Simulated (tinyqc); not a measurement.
Worked calculation: coupled-perturbed Hartree-Fock on RHF in the sto-3g basis, for H2O, spin multiplicity 1. One step of it, computed by the program tinyqc.

Problem. Coupled step 2. U_ai = -(mu_ai + sum_bj [4 (ai|bj) - (ab|ij) - (aj|bi)] U_bj) / (e_a - e_i); alpha = -4 sum U_ai mu_ai.

U after step 1:
```
,i1,i2,i3,i4,i5
a6,-0.000371,-0.089978,0.000000,0.683487,0.000000
a7,0.000000,0.000000,0.542615,0.000000,0.000000
```

dipole integrals <a|z|i> (bohr):
```
,i1,i2,i3,i4,i5
a6,0.046479,-0.043073,0.000000,-0.665549,0.000000
a7,0.000000,0.000000,-0.751098,0.000000,0.000000
```

orbital energies (hartree): MO1 -20.273358, MO2 -1.203316, MO3 -0.527183, MO4 -0.442214, MO5 -0.390868, MO6 0.460269, MO7 0.545999

Two-electron integrals over orbitals (pq|rs), unique and non-zero (hartree):
```
p,q,r,s,(pq|rs)
1,1,1,1,4.747127
2,1,1,1,-0.430850
2,1,2,1,0.061778
2,2,1,1,1.023562
2,2,2,1,-0.015538
2,2,2,2,0.725323
3,1,3,1,0.010819
3,2,3,1,0.016942
3,2,3,2,0.128139
3,3,1,1,0.761879
3,3,2,1,-0.004832
3,3,2,2,0.613512
3,3,3,3,0.589972
4,1,1,1,0.164637
4,1,2,1,-0.021901
4,1,2,2,0.012133
4,1,3,3,0.005520
4,1,4,1,0.023494
4,2,1,1,-0.151512
4,2,2,1,0.008007
4,2,2,2,-0.027788
4,2,3,3,0.003229
4,2,4,1,0.017777
4,2,4,2,0.129598
4,3,3,1,-0.002628
4,3,3,2,0.027465
4,3,4,3,0.057704
4,4,1,1,0.916493
4,4,2,1,-0.010869
4,4,2,2,0.654416
4,4,3,3,0.561496
4,4,4,1,-0.008086
4,4,4,2,-0.089507
4,4,4,4,0.684412
5,1,5,1,0.025952
5,2,5,1,0.033336
5,2,5,2,0.151312
5,3,5,3,0.026367
5,4,5,1,-0.011854
5,4,5,2,-0.044216
5,4,5,4,0.047180
5,5,1,1,1.115361
5,5,2,1,-0.012205
5,5,2,2,0.756066
5,5,3,3,0.600238
5,5,4,1,0.004649
5,5,4,2,-0.082328
5,5,4,4,0.680561
5,5,5,5,0.880159
6,1,1,1,-0.188278
6,1,2,1,0.028787
6,1,2,2,-0.001828
6,1,3,3,0.000795
6,1,4,1,0.003538
6,1,4,2,0.021026
6,1,4,4,-0.015206
6,1,5,5,-0.005128
6,1,6,1,0.025446
6,2,1,1,0.257969
6,2,2,1,-0.005835
6,2,2,2,0.129239
6,2,3,3,0.066552
6,2,4,1,0.018449
6,2,4,2,0.034212
6,2,4,4,0.057072
6,2,5,5,0.137262
6,2,6,1,0.011184
6,2,6,2,0.094564
6,3,3,1,0.002719
6,3,3,2,-0.033345
6,3,4,3,-0.038044
6,3,6,3,0.072285
6,4,1,1,0.280559
6,4,2,1,-0.003850
6,4,2,2,0.132836
6,4,3,3,0.051056
6,4,4,1,0.000473
6,4,4,2,-0.055103
6,4,4,4,0.132478
6,4,5,5,0.156411
6,4,6,1,-0.002600
6,4,6,2,0.057551
6,4,6,4,0.104895
6,5,5,1,0.012486
6,5,5,2,0.049252
6,5,5,4,0.006758
6,5,6,5,0.033959
6,6,1,1,0.788014
6,6,2,1,-0.007624
6,6,2,2,0.595319
6,6,3,3,0.547962
6,6,4,1,0.017208
6,6,4,2,0.044343
6,6,4,4,0.545828
6,6,5,5,0.580518
6,6,6,1,0.009041
6,6,6,2,0.093086
6,6,6,4,0.056358
6,6,6,6,0.582574
7,1,3,1,0.014207
7,1,3,2,0.021281
7,1,4,3,-0.003494
7,1,6,3,0.003053
7,1,7,1,0.018683
7,2,3,1,0.014918
7,2,3,2,0.055708
7,2,4,3,-0.030891
7,2,6,3,0.029440
7,2,7,1,0.018784
7,2,7,2,0.068352
7,3,1,1,0.371180
7,3,2,1,-0.006972
7,3,2,2,0.166545
7,3,3,3,0.089082
7,3,4,1,-0.000257
7,3,4,2,-0.079991
7,3,4,4,0.135938
7,3,5,5,0.204061
7,3,6,1,-0.005646
7,3,6,2,0.065834
7,3,6,4,0.106910
7,3,6,6,0.046643
7,3,7,3,0.162787
7,4,3,1,-0.008189
7,4,3,2,-0.072535
7,4,4,3,-0.016851
7,4,6,3,0.055334
7,4,7,1,-0.010789
7,4,7,2,-0.016449
7,4,7,4,0.072880
7,5,5,3,0.023848
7,5,7,5,0.024686
7,6,3,1,0.007219
7,6,3,2,0.082018
7,6,4,3,0.063975
7,6,6,3,-0.063355
7,6,7,1,0.009291
7,6,7,2,-0.004929
7,6,7,4,-0.061548
7,6,7,6,0.110062
7,7,1,1,0.824572
7,7,2,1,-0.008597
7,7,2,2,0.603175
7,7,3,3,0.577830
7,7,4,1,0.003751
7,7,4,2,-0.016841
7,7,4,4,0.570279
7,7,5,5,0.602222
7,7,6,1,-0.003167
7,7,6,2,0.058739
7,7,6,4,0.050926
7,7,6,6,0.548106
7,7,7,3,0.091322
7,7,7,7,0.588895
```

Give: U after step 2; polarisability.

Solution.

U after step 2:
```
,i1,i2,i3,i4,i5
a6,-0.0004,-0.0932,0.0000,0.7399,0.0000
a7,0.0000,0.0000,0.5615,0.0000,0.0000
```

polarisability = 3.6407 bohr^3
